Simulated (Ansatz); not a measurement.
## How the equilibrium volume per atom of Se (model structure, within 0.1 Å of Pm-3m, No. 221, 2 atoms in the cell) moves with the method

No measured value is used here.

```
level (code)         value (Å³/atom)
-------------------  ---------------
PBE (Ansatz)                   22.69
PBEsol (Ansatz)                21.64
PBE-D3(BJ) (Ansatz)            21.82
r²SCAN (Ansatz)                22.32
```

Ansatz's density-functional and Hartree–Fock values are scalar-relativistic unless marked +SOC, with PAW data made under PBE.

A model structure was made by putting elements into a prototype or built by hand; it is no filed structure, need not be a known phase, and can be a saddle point held by its symmetry.

Ansatz is a program for electronic structure.
